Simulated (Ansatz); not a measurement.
Cost and result for the atomization energy of C$_{3}$H$_{6}$FN (`C/C=C(\N)F`) (11 atoms, 10 bonds).

```xyz
11

C     1.057    0.995    0.229
C    -0.222    0.421    0.738
C    -0.917   -0.532    0.128
N    -0.717   -1.123   -1.098
F    -2.038   -1.010    0.690
H     1.763    1.159    1.047
H     1.554    0.334   -0.488
H     0.914    1.961   -0.268
H    -0.647    0.815    1.652
H    -0.922   -2.112   -1.111
H     0.172   -0.908   -1.519
```

Total charge 0; spin multiplicity 1. The geometry is a stationary point of PBE0-D4/def2-TZVP. It is one conformer, not always the lowest. Program: Ansatz. All runs use 4 threads of a server CPU on a shared host. Times are those of one run each, without the atoms' runs, and a repeat can differ threefold. Electronic energies, without spin–orbit coupling; frozen cores. CCSD(T)/CBS adds CCSD(T) − MP2 in def2-TZVPP to the MP2 limit, and its time is that of the two runs behind it. T1 = 0.011. B3LYP takes the VWN-RPA correlation (the form of Gaussian; ORCA's B3LYP/G).

CCSD(T)/CBS is a level of theory with its own doubt, some kJ/mol a heavy atom from the limit and from the frozen cores, so smaller differences don't rank the functionals.

```csv
level,functions,wall time
LDA (SPW92)/def2-TZVPP,239,1.4 s
revPBE-D4/def2-TZVPP,239,1.9 s
BLYP-D4/def2-TZVPP,239,2.2 s
PBE0-D4/def2-TZVPP,239,2.4 s
r2SCAN-D4/def2-TZVPP (with forces),239,3.1 s
r2SCANh-D4/def2-TZVPP,239,3.6 s
B3LYP-D4/def2-TZVPP (with forces),239,3.8 s
B2PLYP/def2-TZVPP,239,4.7 s
CCSD(T)/def2-SVP,100,6.5 s
ωB97M-V/def2-TZVPP (with forces),239,9 s
MP2/def2-QZVPP,465,27 s
CCSD(T)/def2-TZVPP,239,97 s
CCSD(T)/CBS(def2),–,2.1 min
```

(1) What atomization energy does each give, and how far from CCSD(T)/CBS? (Best estimate.)

## Answers

(1) Computed: 
```csv
level,atomization (kJ/mol),difference from CCSD(T)/CBS,per bond
LDA (SPW92)/def2-TZVPP,5090.4,725.5,72.6
revPBE-D4/def2-TZVPP,4395.0,30.1,3.0
BLYP-D4/def2-TZVPP,4400.8,35.9,3.6
PBE0-D4/def2-TZVPP,4413.6,48.7,4.9
r2SCAN-D4/def2-TZVPP (with forces),4385.7,20.8,2.1
r2SCANh-D4/def2-TZVPP,4353.6,-11.3,-1.1
B3LYP-D4/def2-TZVPP (with forces),4389.0,24.1,2.4
B2PLYP/def2-TZVPP,4338.4,-26.5,-2.6
CCSD(T)/def2-SVP,4154.9,-210.0,-21.0
ωB97M-V/def2-TZVPP (with forces),4392.3,27.4,2.7
MP2/def2-QZVPP,4400.4,35.5,3.5
CCSD(T)/def2-TZVPP,4249.8,-115.1,-11.5
CCSD(T)/CBS(def2),4364.9,0.0,0.0
```

From PBE to PBE0 (25 % exact exchange), in def2-TZVPP and without D4, the atomization energy moves by −102.6 kJ/mol: exact exchange takes away binding that semilocal exchange gives to molecules. At CCSD(T), def2-SVP lies −210.0 kJ/mol from the extrapolated value and def2-TZVPP −115.1 kJ/mol: correlation converges slowly with the basis, and small sets miss more of it in the bonded molecule than in its fragments. In def2-TZVPP, CCSD(T) changes the Hartree–Fock value by +1138.6 kJ/mol (the triples alone add +71.1 kJ/mol) and MP2 by +1221.2 kJ/mol; breaking electron pairs costs correlation energy, which Hartree–Fock lacks.
